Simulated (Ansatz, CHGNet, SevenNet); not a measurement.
# Rock-salt ZrC, elastic constant C44

Reference value: 160 GPa (measured, temperature not stated, no zero-point or thermal correction; as tabulated in Wu et al. (2005), arXiv:cond-mat/0412374).

```
level (code)              value (GPa)  cell (Å³/atom)
------------------------  -----------  --------------
CHGNet 0.3.0 (CHGNet)               …           13.15
SevenNet-0 (SevenNet)             124           13.17
SevenNet-l3i5 (SevenNet)          135           13.18
LDA (Ansatz)                      160           12.50
PBE (Ansatz)                      153           13.05
PBEsol (Ansatz)                     …           12.72
r²SCAN (Ansatz)                   166           13.07
HSE06 (Ansatz)                    176           12.90
```

**Question.** What belongs in the gaps?

**Answer.** 
- CHGNet 0.3.0 (CHGNet), value (GPa): 99.0
- PBEsol (Ansatz, a quantum-chemistry and plane-wave program), value (GPa): 156

Differences against the reference: CHGNet 0.3.0 -38 %, SevenNet-0 -22 %, SevenNet-l3i5 -15.6 %, LDA 0.0 %, PBE -4.4 %, PBEsol -2.5 %, r²SCAN +3.8 %, HSE06 +10.0 %.

The reference's temperature isn't stated, so close values are not ranked against it. Off by more than 25 % (a bound picked here): CHGNet 0.3.0 (-38 %).

The reference has no zero-point or thermal correction, while the calculations are for a static lattice, so the differences are not the levels' errors alone. A static lattice is as a rule stiffer than a warm one, by over a tenth in soft solids.  HSE06: hybrids on metals are sensitive to the k mesh. Each level is taken at its own relaxed cell. Cutoffs and k meshes differ between the levels. Ansatz's density-functional and Hartree–Fock values are scalar-relativistic unless marked +SOC, with PAW data made under PBE.

Machine-learned potentials (CHGNet 0.3.0, SevenNet-0, SevenNet-l3i5) are trained on DFT data, which may include these solids.

Differences are worked out from the printed values.
